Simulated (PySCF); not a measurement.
HB(OH) + N₂ → BN₂ + H₂O

Level: PBE0 in the def2-TZVP basis family, all electrons, no relativity, computed in PySCF with density fitting; open shells unrestricted.

| species | state and structure | E (Eh) | ZPE (kJ/mol) | H(298 K) − H(0) (kJ/mol) | S° (J/(mol K)) |
| --- | --- | --- | --- | --- | --- |
| HB(OH) | doublet, Cs, B–H 1.201 Å, B–O 1.333 Å, O–H 0.961 Å; B–O–H 114.7°, H–B–O 121.0° | -101.15798 | 62.9 | 10.4 | 231.5 |
| N₂ | singlet, D∞h, N–N 1.089 Å | -109.44629 | 14.9 | 8.7 | 191.4 |
| BN₂ | quartet, C∞v, B–N 1.314 Å, N–N 1.170 Å; B–N–N 180.0° | -134.08918 | 23.5 | 10.0 | 231.8 |
| H₂O | singlet, C2v, O–H 0.960 Å (×2); H–O–H 105.1° | -76.37736 | 56.5 | 9.9 | 188.7 |

(1) What is the electronic reaction energy?

(2) Add zero-point, thermal and entropy terms for 298.15 K and 1 bar.

Answers

(1) At PBE0/def2-TZVP, ΔE = 361.6 kJ/mol from the differences of the total energies times 2625.5, uphill. 

(2) ΔZPE = 2.2 and Δ[H(298) − H(0)] = 0.8 kJ/mol give ΔH° = 364.6 kJ/mol. ΔS° = -2.4 J/(mol K), so ΔG° = 364.6 − 298.15 × (-0.0024) = 365 kJ/mol.

Only the bonding shown was studied: isomers, or loss of a ligand pair, can lie lower.
